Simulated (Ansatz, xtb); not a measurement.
Relative energy of two isomers of C5H5F

We compare I, `C=C1C=C(F)C1`, a singlet, with II, `FC1C=CC=C1`, a singlet. Both are isolated molecules in the gas phase, relaxed with B3LYP/def2-SVP.

Quicker runs give these differences E(II) − E(I): GFN2-xTB −0.779 eV; HF/STO-3G −0.880 eV (at GFN2-xTB geometries); r2SCAN-D4/def2-SVP −0.719 eV (at GFN2-xTB geometries).

Q: Estimate E(II) − E(I) at the level CCSD(T)/def2-SVP + ΔMP2/def2-TZVPP.

A: Calculated at CCSD(T)/def2-SVP + ΔMP2/def2-TZVPP: E(II) − E(I) = −0.876 eV, so structure II lies lower.

The same difference at several levels:

| level | geometry | E(II) − E(I) (eV) | departure from the last row (eV) | job, with rough time for the two |
| --- | --- | --- | --- | --- |
| GFN2-xTB | GFN2-xTB | −0.779 | +0.097 | optimisation, 0.17 s |
| HF/STO-3G | GFN2-xTB | −0.880 | −0.005 | single point, 0.48 s |
| r2SCAN-D4/def2-SVP | GFN2-xTB | −0.719 | +0.157 | single point, 4 s |
| B3LYP/def2-SVP | B3LYP/def2-SVP | −0.717 | +0.158 | optimisation, 41 s |
| HF/def2-SVP | B3LYP/def2-SVP | −0.906 | −0.030 | part of the CCSD(T) run |
| MP2/def2-SVP | B3LYP/def2-SVP | −0.836 | +0.040 | part of the CCSD(T) run |
| CCSD(T)/def2-SVP | B3LYP/def2-SVP | −0.844 | +0.032 | single point |
| CCSD(T)/def2-SVP + ΔMP2/def2-TZVPP | B3LYP/def2-SVP | −0.876 |  | single point, 44 s |

As drawn, both hold the same kinds of bond in the same numbers. Structure I has a 4-membered ring, II a 5-membered ring.

None of the levels shown reverses the order. The largest departure from CCSD(T)/def2-SVP + ΔMP2/def2-TZVPP is that of B3LYP/def2-SVP, 0.158 eV. The last row adds to CCSD(T) the change of the MP2 difference between the two basis sets, here −0.032 eV.

With harmonic frequencies from B3LYP/def2-SVP (ideal gas, rigid rotor, one conformer each, 298.15 K, 1 atm): on the last row, ΔE + ΔZPE = −0.841, ΔH = −0.853, ΔG = −0.829 eV.

The correlated steps freeze 6 core orbitals. Codes used: Ansatz 0.2.0, xtb 6.7.1; the last row on 2 threads of Intel(R) Xeon(R) Processor @ 2.70GHz on a shared host.
